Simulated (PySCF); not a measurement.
Species: C3H6O (triplet state).
Numbering: `[CH3:1][C:2][O:3][CH3:4]` (hydrogens: H5, H6, H7 on C1; H8, H9, H10 on C4)

Geometry (GFN2-xTB, Å), atoms numbered from 1 in this order:
```
atom  x, y, z in Å
C1     1.6339   -0.0777    0.2298
C2     0.3661   -0.8248    0.2372
O3    -0.8608   -0.3549    0.4537
C4    -1.6131    0.1334   -0.6632
H5     2.4708   -0.7698    0.2953
H6     1.7504    0.5036   -0.6962
H7     1.6892    0.6206    1.0742
H8    -1.6226   -0.5999   -1.4735
H9    -1.1794    1.0685   -1.0283
H10   -2.6257    0.3057   -0.3044
```

The hyperfine couplings belong to this conformer and change with its torsions.

Level of theory: PySCF, UKS B3LYP, pcH-1 on C H O, non-relativistic, mean-field spin-orbit, GIAO. Geometry: GFN2-xTB, one conformer, isolated molecule. This triplet need not be the ground state; the singlet was not compared here. A GFN2-xTB geometry isn't a minimum of the functional, and hyperfine couplings can be far from their values at a DFT geometry. The SCF solution wasn't tested for stability.

(1) What is the g tensor, term by term?

(2) What effective moment and Curie constant follow for a powder at temperatures where kT is far above the zero-field splitting?

(3) How much does each term add to the isotropic shift?

## Answers

(1) 
```
                    Δg (ppm)     1     2     3
relativistic mass correction  -181  -181  -181
            gauge correction    28     6    -4
   orbital Zeeman/spin–orbit  -166   385   850
                       total  -319   210   665
```

So g = 2.00200, 2.00253, 2.00298 and g_iso = 2.00250; the tensor is rhombic: the two nearest values differ by 46 % of g3 − g1. 

(2) With the mean of g² = 4.0100 and S(S+1) = 2.00: μ_eff = √(⟨g²⟩S(S+1)) = 2.832 μB and χT = 0.12505·⟨g²⟩·S(S+1) = 1.003 cm³ K/mol (cgs; spin-Hamiltonian part alone).

(3) The orbital-Zeeman/spin–orbit term 357, the mass correction -181 and the gauge correction 10 ppm, for a total of 185 ppm. The orbital-Zeeman/spin–orbit term is the largest in size. The mass correction is the same along every axis, so the anisotropy comes from the other two: their spans along these axes are 31 (gauge) and 1015 ppm (orbital Zeeman/spin–orbit).

The largest Mulliken spin populations are on C2 (+1.70), O3 (+0.13), H6 (+0.07) and H7 (+0.07). C2 is the only atom above +0.15.

The HOMO–LUMO gaps are 6.02 eV among the α and 7.06 eV among the β orbitals.
